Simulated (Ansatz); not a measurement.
Input for Ansatz (development build ahead of 0.2.0):

```yaml
crystal:
  periodic: [false, false, false]
  atoms:
    - { symbol: Mg, position_ang: [0.0, 0.0, -0.96859] }
    - { symbol: O, position_ang: [0.0, 0.0, 0.96859] }
basis:
  gaussian: { orbitals: def2-SVP }
total_charge: -1
magnetization:
  initial_magnetization: 1
hamiltonian:
  xc: hf
correlation:
  method: mp2
  frozen_orbitals: { Mg: 1, O: 1 }
```

The input is written out in the form of the current development build from the run's settings. Correlation on restricted open-shell orbitals is semicanonical, with singles.

The run gave:

```yaml
Converged: yes
Reference_energy: -274.31025 hartree
Correlation_energy: -0.18359 hartree
Total_energy: -274.49383 hartree
Spin_squared_of_the_determinant: 0.750
Stability_test: minimum among restricted orbitals
Occupied_orbitals_by_symmetry_in_an_Abelian_subgroup_alpha;_beta: 7 A1 2 B1 2 B2; 7 A1 1 B1 2 B2
```

Messages of the program:
```
mean field -7464.36208637 eV, -274.3102471477 hartree, gradient 1.0e-6 eV, S^2 0.750000; 10 other ends of a descent, 0 dependent functions left out
```

Caution: no diffuse functions for an anion; a plain start can end on a higher determinant.
